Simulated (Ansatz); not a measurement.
Molecular dynamics of AlFH2O

input.yaml

```yaml
crystal:
  periodic: [false, false, false]
  atoms:
    - { symbol: Al, position_ang: [0.201312, 0.201921, -0.404651] }
    - { symbol: O, position_ang: [0.786819, 0.043999, 1.319004] }
    - { symbol: H, position_ang: [0.667187, -0.487843, 2.130609] }
    - { symbol: H, position_ang: [1.711678, -0.156067, 0.335835] }
    - { symbol: F, position_ang: [-1.453396, 0.116589, -0.628398] }
basis:
  gaussian: { orbitals: def2-SVP }
hamiltonian:
  xc: b3lyp
  dispersion: d4
md:
  timestep: 0.5
  n_steps: 200
  ensemble: nve
  temperature: 100.0
  initial_velocities: maxwell_boltzmann
  seed: 2298
```

Run as:

```bash
$ ansatz run input.yaml --threads 1 --pin off --max-ram 2048MiB --backend cpu --events-out ev --progress --plain --runs-dir out
```

It starts at the highest image of a converged band. Of that band: Neighbouring images differ by up to 1.3 eV, so the band resolves the path poorly. A vibrational analysis at the climbing image gives one clearly imaginary mode, 1421i cm⁻¹: a first-order saddle point.

Output, in part (step lines, the closing report, with atoms numbered from 0):

```
md step     0: t =     0.00 fs  T =   100.0 K  F+E_penalty+E_count = -11388.52559867 eV  E_kin = 0.038778 eV  conserved = -11388.48682067 eV  (24 SCF iters)
md step     1: t =     0.50 fs  T =   100.0 K  F+E_penalty+E_count = -11388.52560401 eV  E_kin = 0.038783 eV  conserved = -11388.48682079 eV  (24 SCF iters)
md step     2: t =     1.00 fs  T =    99.9 K  F+E_penalty+E_count = -11388.52554546 eV  E_kin = 0.038725 eV  conserved = -11388.48682025 eV  (24 SCF iters)
md step     3: t =     1.50 fs  T =    99.6 K  F+E_penalty+E_count = -11388.52543421 eV  E_kin = 0.038615 eV  conserved = -11388.48681890 eV  (24 SCF iters)
md step     4: t =     2.00 fs  T =    99.2 K  F+E_penalty+E_count = -11388.52529399 eV  E_kin = 0.038477 eV  conserved = -11388.48681676 eV  (24 SCF iters)
md step     5: t =     2.50 fs  T =    98.9 K  F+E_penalty+E_count = -11388.52516109 eV  E_kin = 0.038347 eV  conserved = -11388.48681387 eV  (24 SCF iters)
md step     6: t =     3.00 fs  T =    98.7 K  F+E_penalty+E_count = -11388.52508346 eV  E_kin = 0.038273 eV  conserved = -11388.48681027 eV  (24 SCF iters)
md step     7: t =     3.50 fs  T =    98.8 K  F+E_penalty+E_count = -11388.52511984 eV  E_kin = 0.038314 eV  conserved = -11388.48680596 eV  (24 SCF iters)
[... lines left out ...]
Total energy: -11390.56027627 eV, -418.5953693538 hartree
Atom 0 at     0.237437     0.073985    -0.294052 Å, force    -0.356498     2.935848    -1.117446 eV/Å
Atom 1 at     0.736096     0.387572     1.365267 Å, force    -0.362823    -1.434279    -1.255645 eV/Å
Atom 2 at     0.609122    -0.429512     1.878303 Å, force     0.066596     0.422253     0.435060 eV/Å
Atom 3 at     1.133235     0.979333    -1.598997 Å, force    -0.798064    -1.445357     1.434917 eV/Å
Atom 4 at    -1.428214    -0.054382    -0.708386 Å, force     1.450790    -0.478464     0.503115 eV/Å
Dipole moment:     0.249402    -0.597975     0.174464 e Å
```

The steps, from the saved trajectory:

```csv
time (fs),T (K),potential energy less start (eV),conserved less start (meV/atom)
0,100,0.000,0.00
3,99,0.001,0.00
6,112,-0.005,0.01
9,224,-0.048,0.05
12,719,-0.239,0.12
15,2131,-0.787,0.10
18,4448,-1.687,-0.20
21,6158,-2.351,-0.44
24,6124,-2.338,-0.33
27,5059,-1.924,-0.15
30,4071,-1.540,-0.08
33,3548,-1.338,-0.15
36,2957,-1.109,-0.29
39,1716,-0.626,0.11
42,2111,-0.780,-0.03
45,3393,-1.279,-0.40
48,3317,-1.248,-0.13
51,3164,-1.188,-0.02
54,3728,-1.407,-0.05
57,4855,-1.845,-0.21
60,5437,-2.071,-0.34
63,4887,-1.856,0.01
66,4360,-1.653,-0.23
69,3366,-1.267,-0.06
72,2753,-1.029,0.02
75,3004,-1.126,-0.03
78,3771,-1.425,-0.22
81,3867,-1.462,-0.26
84,3416,-1.285,0.10
87,3796,-1.434,-0.23
90,3770,-1.424,-0.13
93,3732,-1.409,-0.06
96,4177,-1.581,-0.07
99,5073,-1.929,-0.21
```

All steps were run. The conserved energy stayed within 0.45 meV per atom of its start (net change -0.29 meV per atom), so the integration is sound. The kinetic energy rose, since the run started high on the potential surface and went downhill. A run of 0.1 ps of so small a system gives no equilibrium averages. The orbitals stay closed-shell, which can raise the energy where a bond breaks towards radicals; this wasn't checked here.

Between its relaxed ends the band would form O2–H4 and break Al1–H4. These pairs go: O2–H4 1.36 → 3.05 Å, Al1–H4 1.72 → 1.82 Å. In the last frame they stand as before the step (other bonds may differ from the relaxed reactants and products). These pairs come and go: their bonding changes 8 times, last at 99 of 100 fs, so the outcome isn't settled. It ends as one piece, AlFH2O. Pairs count as bonded within 1.25 times the sum of covalent radii (0.12 Å more for H–H).

Last frame:

```xyz
5
Properties=species:S:1:pos:R:3
Al 0.237 0.074 -0.294
O 0.736 0.388 1.365
H 0.609 -0.429 1.878
H 1.133 0.979 -1.599
F -1.428 -0.054 -0.708
```

Time of the run: 6.2 min on 1 thread of Arm Neoverse N1, with other jobs on the host, peak memory 0.099 GiB.
